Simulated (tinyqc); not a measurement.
UHF in the sto-6g basis, for CH2, spin multiplicity 3, step by step. One step of it, computed by the program tinyqc.

Task: Iteration 2: diagonalisation and new density. A level shift of 0.5 hartree raises the virtual space: F + shift (S - S D(s) S), with D(s) the density of one spin. Diagonalise F' = X^T F X, C = X C', fill 5 alpha and 3 beta electrons from the bottom; D(s) = C_occ C_occ^T. Each column has its largest component positive (the first on a tie).

extrapolated F(alpha) (hartree), lower triangle:
```
             1C 1s      1C 2s     1C 2px     1C 2py     1C 2pz      2H 1s      3H 1s
1C 1s   -12.882429
1C 2s    -3.085998  -1.768703
1C 2px    0.000000   0.000000  -0.939005
1C 2py    0.000000   0.000000   0.000000  -0.987056
1C 2pz   -0.017366   0.051798   0.000000   0.000000  -0.825237
2H 1s    -0.494326  -0.514670   0.000000  -0.337973  -0.174039  -0.347674
3H 1s    -0.494326  -0.514670   0.000000   0.337973  -0.174039  -0.101599  -0.347674
```

extrapolated F(beta) (hartree), lower triangle:
```
             1C 1s      1C 2s     1C 2px     1C 2py     1C 2pz      2H 1s      3H 1s
1C 1s   -12.836029
1C 2s    -3.019093  -1.481915
1C 2px    0.000000   0.000000  -0.224528
1C 2py    0.000000   0.000000   0.000000  -0.267200
1C 2pz   -0.017418   0.051802   0.000000   0.000000  -0.747689
2H 1s    -0.480179  -0.443246   0.000000  -0.196018  -0.167611  -0.297257
3H 1s    -0.480179  -0.443246   0.000000   0.196018  -0.167611  -0.113459  -0.297257
```

X, lower triangle:
```
            1C 1s      1C 2s    1C 2px     1C 2py     1C 2pz      2H 1s     3H 1s
1C 1s    1.024963
1C 2s   -0.140621   1.157626
1C 2px   0.000000   0.000000  1.000000
1C 2py   0.000000   0.000000  0.000000   1.103509
1C 2pz  -0.007482   0.070702  0.000000   0.000000   1.037188
2H 1s    0.019993  -0.227965  0.000000  -0.204542  -0.120364   1.136111
3H 1s    0.019993  -0.227965  0.000000   0.204542  -0.120364  -0.017349  1.136111
```

D(alpha) after iteration 1, lower triangle:
```
            1C 1s      1C 2s    1C 2px     1C 2py    1C 2pz      2H 1s     3H 1s
1C 1s    1.061808
1C 2s   -0.250841   1.007854
1C 2px   0.000000   0.000000  1.000000
1C 2py   0.000000   0.000000  0.000000   1.077386
1C 2pz   0.005131  -0.036590  0.000000   0.000000  0.976686
2H 1s   -0.004630   0.033980  0.000000  -0.064748  0.027431   0.005895
3H 1s   -0.004630   0.033980  0.000000   0.064748  0.027431  -0.001888  0.005895
```

D(beta) after iteration 1, lower triangle:
```
            1C 1s      1C 2s    1C 2px    1C 2py    1C 2pz     2H 1s     3H 1s
1C 1s    1.056165
1C 2s   -0.219407   0.840112
1C 2px   0.000000   0.000000  0.000000
1C 2py   0.000000   0.000000  0.000000  0.000000
1C 2pz   0.019772  -0.112165  0.000000  0.000000  0.943563
2H 1s   -0.024477   0.118745  0.000000  0.000000  0.057948  0.022703
3H 1s   -0.024477   0.118745  0.000000  0.000000  0.057948  0.022703  0.022703
```

overlap S, lower triangle:
```
           1C 1s     1C 2s    1C 2px     1C 2py    1C 2pz     2H 1s     3H 1s
1C 1s   1.000000
1C 2s   0.243228  1.000000
1C 2px  0.000000  0.000000  1.000000
1C 2py  0.000000  0.000000  0.000000   1.000000
1C 2pz  0.000000  0.000000  0.000000   0.000000  1.000000
2H 1s   0.038372  0.369453  0.000000   0.326448  0.199061  1.000000
3H 1s   0.038372  0.369453  0.000000  -0.326448  0.199061  0.079722  1.000000
```

Give: F' = X^T F X; orbital energies; coefficients C; F' = X^T F X; orbital energies; coefficients C; D(alpha) after iteration 2; D(beta) after iteration 2.

Result:

F' = X^T F X (alpha) (hartree), lower triangle:
```
          1        2        3        4        5        6       7
1  -12.7134
2   -1.4036  -1.1222
3    0.0000   0.0000  -0.9390
4    0.0000   0.0000   0.0000  -0.9029
5   -0.0344   0.1335   0.0000   0.0000  -0.7809
6   -0.0698  -0.3184   0.0000  -0.2371  -0.1566   0.3429
7   -0.0698  -0.3184   0.0000   0.2371  -0.1566  -0.0515  0.3429
```

orbital energies (alpha) (hartree): MO1 -12.8827, MO2 -1.1060, MO3 -0.9844, MO4 -0.9390, MO5 -0.8169, MO6 0.4759, MO7 0.4805

coefficients C (alpha):
```
            MO1      MO2      MO3     MO4      MO5      MO6      MO7
1C 1s    1.0012  -0.2397   0.0000  0.0000  -0.0450   0.0000   0.0963
1C 2s   -0.0055   0.9984   0.0000  0.0000   0.1667   0.0000  -0.6665
1C 2px   0.0000   0.0000   0.0000  1.0000   0.0000   0.0000   0.0000
1C 2py   0.0000   0.0000   1.0039  0.0000   0.0000  -0.5418   0.0000
1C 2pz   0.0008  -0.2050   0.0000  0.0000   0.9594   0.0000  -0.3839
2H 1s    0.0017   0.0154  -0.0060  0.0000   0.0483   0.8409   0.8307
3H 1s    0.0017   0.0154   0.0060  0.0000   0.0483  -0.8409   0.8307
```

F' = X^T F X (beta) (hartree), lower triangle:
```
          1        2       3        4        5        6       7
1  -12.6775
2   -1.3792  -0.7880
3    0.0000   0.0000  0.2755
4    0.0000   0.0000  0.0000   0.3362
5   -0.0359   0.1575  0.0000   0.0000  -0.6921
6   -0.0673  -0.3306  0.0000  -0.1622  -0.1687   0.3322
7   -0.0673  -0.3306  0.0000   0.1622  -0.1687  -0.0859  0.3322
```

orbital energies (beta) (hartree): MO1 -12.8371, MO2 -0.8527, MO3 -0.7283, MO4 0.1441, MO5 0.2755, MO6 0.5068, MO7 0.6102

coefficients C (beta):
```
            MO1      MO2      MO3      MO4     MO5      MO6      MO7
1C 1s    1.0025  -0.2077  -0.0972   0.0000  0.0000   0.1169   0.0000
1C 2s   -0.0111   0.8699   0.3729   0.0000  0.0000  -0.7569   0.0000
1C 2px   0.0000   0.0000   0.0000   0.0000  1.0000   0.0000   0.0000
1C 2py   0.0000   0.0000   0.0000   0.6603  0.0000   0.0000   0.9302
1C 2pz   0.0005  -0.4804   0.8394   0.0000  0.0000  -0.4175   0.0000
2H 1s    0.0026   0.0575   0.1135   0.3668  0.0000   0.8225  -0.7567
3H 1s    0.0026   0.0575   0.1135  -0.3668  0.0000   0.8225   0.7567
```

D(alpha) after iteration 2, lower triangle:
```
          1C 1s    1C 2s  1C 2px   1C 2py  1C 2pz   2H 1s   3H 1s
1C 1s    1.0619
1C 2s   -0.2524   1.0246
1C 2px   0.0000   0.0000  1.0000
1C 2py   0.0000   0.0000  0.0000   1.0079
1C 2pz   0.0068  -0.0447  0.0000   0.0000  0.9624
2H 1s   -0.0042   0.0234  0.0000  -0.0061  0.0431  0.0026
3H 1s   -0.0042   0.0234  0.0000   0.0061  0.0431  0.0025  0.0026
```

D(beta) after iteration 2, lower triangle:
```
          1C 1s    1C 2s  1C 2px  1C 2py  1C 2pz   2H 1s   3H 1s
1C 1s    1.0575
1C 2s   -0.2281   0.8959
1C 2px   0.0000   0.0000  0.0000
1C 2py   0.0000   0.0000  0.0000  0.0000
1C 2pz   0.0186  -0.1049  0.0000  0.0000  0.9355
2H 1s   -0.0204   0.0923  0.0000  0.0000  0.0677  0.0162
3H 1s   -0.0204   0.0923  0.0000  0.0000  0.0677  0.0162  0.0162
```
